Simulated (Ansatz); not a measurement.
A made-up structure of B2SiH6, closed shell:

B1  (-1.111, 0.895, -0.993)
B2  (0.794, -0.961, 0.605)
Si3  (-0.052, 0.837, 0.217)
H4  (-2.275, 0.653, -0.826)
H5  (-0.766, 1.080, -2.128)
H6  (0.376, 1.895, 1.063)
H7  (0.443, -1.817, -0.078)
H8  (1.934, -0.859, 0.492)
H9  (0.559, -1.251, 1.692)
(Å)

It is relaxed with PBE-D4/def2-SVP and then PBE0-D4/def2-TZVP (Ansatz 0.2.0). Atoms count as bonded within 1.22 times the sum of their covalent radii (H–H: 0.88 Å). The end point is not checked to be a true minimum.

**Question.** Does its bonding change? (A judgement: the text doesn't fix the answer.)

**Answer.** Computed: Yes. Formed: Si3–H8; broken: none.

Where it ends: The first stage lowers the energy by 2.47 eV in 21 steps. It ends as B₂SiH₆ ([BH2][SiH]1[H][BH2]1):
```
atom    x (Å)    y (Å)    z (Å)
  B1  -1.1085   0.9441  -1.1723
  B2   0.7078  -1.1789   0.7794
 Si3  -0.1771   0.4909   0.5109
  H4  -2.1276   1.5679  -1.1493
  H5  -0.7195   0.5234  -2.2191
  H6   0.1460   1.6219   1.4207
  H7   0.5678  -2.0286  -0.0463
  H8   1.3132  -0.1101   0.1219
  H9   1.3004  -1.3579   1.7989
```

Labels in which every atom is bracketed show which atoms are joined, not bond orders.

For scale, one of the runs: PBE0-D4/def2-TZVP relaxation, 135 basis functions, launched by `ansatz run in.yaml --threads 2 --pin off --events-out ev --progress --plain --max-ram 4352MiB`. The run took about 18 s on 2 CPU threads of an Arm Neoverse V2 (shared host).
